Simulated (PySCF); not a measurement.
This PySCF input asks for the NMR shieldings of Silanethione (SMILES [SiH2]=S); the geometry comes from PBE0-D3(BJ)/def2-TZVP.

```python
import basis_set_exchange as bse
import numpy as np
from pyscf import gto, dft
from pyscf.prop import nmr

atoms = """
Si   -0.032568    0.010006   -0.190020
S     1.351247   -0.538206   -1.431151
H    -0.426005    1.416022    0.083433
H    -0.853857   -0.915121    0.631183
"""
names = dict.fromkeys(["Si", "S", "H"], "pcSseg-2")
basis = {el: gto.basis.parse(bse.get_basis(n, elements=[el], fmt="nwchem")) for el, n in names.items()}
mol = gto.M(atom=atoms, basis=basis, charge=0, verbose=0)
mf = dft.RKS(mol, xc="HYB_GGA_XC_B97_2")
mf.grids.level = 2
mf.grids.alignment = dft.numint.BLKSIZE   # the property module wants whole blocks of grid points
mf.conv_tol = 1e-9
mf.kernel()

calc = nmr.RKS(mf)   # GIAO
C = mf.mo_coeff
Co = C[:, mf.mo_occ > 0]
resp = mf.gen_response(singlet=True, hermi=2)
def vind(x):   # induced exchange potential for any number of trial vectors
    d = np.einsum("pi,xij,qj->xpq", C, 2 * x.reshape(-1, C.shape[1], Co.shape[1]), Co, optimize=True)
    return np.einsum("xpq,pi,qj->xij", resp(d - d.transpose(0, 2, 1)), C, Co, optimize=True).ravel()
mo1, _ = nmr.rhf.solve_mo1(calc, with_cphf=vind)
sigma = calc.kernel(mo1)
for i, s in enumerate(sigma):   # ppm
    w = np.linalg.eigvalsh((s + s.T) / 2)
    print("%2d %-2s iso %8.1f  s11 %8.1f  s22 %8.1f  s33 %8.1f" % (i, mol.atom_pure_symbol(i), w.mean(), *w))
```

Task: What are the results?

Result: 
```
 0 Si iso    193.5  s11   -161.6  s22    335.7  s33    406.4
 1 S  iso    158.7  s11   -275.2  s22   -190.2  s33    941.5
 2 H  iso     24.4  s11     21.0  s22     21.7  s33     30.5
 3 H  iso     24.4  s11     21.0  s22     21.7  s33     30.6
```

These numbers come from an equivalent density-fitted implementation of the same equations, which agrees with the script to about 0.01 ppm for H and up to a few tenths of a ppm for heavy atoms, so last digits may differ.

Task: Turn these shieldings into chemical shifts. δ = σ(ref) − σ, references computed at the same level: TMS for 29Si (σref 348.46) and 1H (σref 31.64); 33S (σref 517.10) against CS2.

Result: Averaging equivalent atoms: Si 0: 154.9; S 1: 358; H 2/3: 7.24 ppm. 

Size and cost of the density-fitted run: 114 basis functions, 2.6 s wall time on 1 thread of an Intel Xeon Platinum 8375C, shared host; peak memory 0.41 GiB.
